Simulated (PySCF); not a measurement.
Identify the unknown among the candidates.

All candidates are C3H6F2.

- Rotational structure: rotational constants A, B, C: 5.133, 4.907, 4.757 GHz [GFN2-xTB]
- 13C NMR: chemical shifts (computed TMS as zero) by class: 128.3 (1 C), 27.5 (2 C) ppm [GIAO PBE0/pcSseg-1]
- Couplings: largest of the computed one-bond spin–spin couplings (means over like bonds): 19F–13C -294.6 (×2), 13C–1H +134.8 (×6), 13C–13C +47.8 (×2) Hz [B3LYP/pcJ-1, spin–dipole term left out for some pairs]
- 1H NMR: chemical shifts (computed TMS as zero) by class: 1.60 (6 H) ppm [GIAO PBE0/pcSseg-1]
- NMR, other nuclei: isotropic shieldings of nuclei other than C and H, by class: 284 (2 F) ppm [GIAO PBE0/pcSseg-1]
- Dipole: 2.40 D [PBE0/pcSseg-1]

The electronic properties come from PySCF, for the isolated species, density fitting. Levels stand in brackets. Isolated species at its GFN2-xTB geometry, gas phase. Each NMR value is the plain mean over a class of atoms that symmetry, rotation or inversion makes alike.

Problem. Which candidate is it?
A. `C[C@H](F)CF`
B. `CC(C)(F)F`
C. `FCCCF`

Solution. B. It is `CC(C)(F)F`. Numbering: `[CH3:1][C:2]([CH3:3])([F:4])[F:5]`. Its formula, C3H6F2, gives 0 degrees of unsaturation, so no ring and no π bond. 3 carbons fall into 2 classes; from least to most shielded: CF2 carbon [C2] (128.3 ppm), methyl carbon [C1/C3] (27.5 ppm, 2 C). All hydrogens form one class (1.60 ppm): methyl hydrogen. The other shieldings belong to: 284 ppm, fluorine of a CF2 group [F4/F5]. The couplings run between: -294.6 Hz, fluorine of a CF2 group [F4] and CF2 carbon [C2] (with 1 like pair); +134.8 Hz, methyl carbon [C1] and its hydrogen (with 5 like pairs); +47.8 Hz, methyl carbon [C1] and CF2 carbon [C2] (with 1 like pair). The optimised geometry has point group C2v and is an asymmetric top.

The others, at the same levels:
- `C[C@H](F)CF` fails: it has 3 carbon classes against 2; its computed 13C shifts are 90.6 (1 C), 88.2 (1 C), 21.2 (1 C) ppm, 1H shifts are 4.99 (1 H), 4.93 (1 H), 4.39 (1 H), 1.48 (3 H) ppm and rotational constant A is 8.073 GHz (against 5.133 GHz).
- `FCCCF` fails: its computed 13C shifts are 81.5 (2 C), 37.2 (1 C) ppm, 1H shifts are 4.94 (4 H), 1.80 (2 H) ppm and rotational constant A is 9.972 GHz (against 5.133 GHz).

Each candidate is one conformer, not necessarily the lowest. The conformers computed, where there is a choice (atom-mapped SMILES and torsion angles):
- `[CH3:1][C@H:2]([F:3])[CH2:4][F:5]`: C1–C2–C4–F5 -70°
- `[F:1][CH2:2][CH2:3][CH2:4][F:5]`: F1–C2–C3–C4 69°, C2–C3–C4–F5 70°

One-bond C–F couplings are unscaled; at this level they come out some 30 % too large in size.
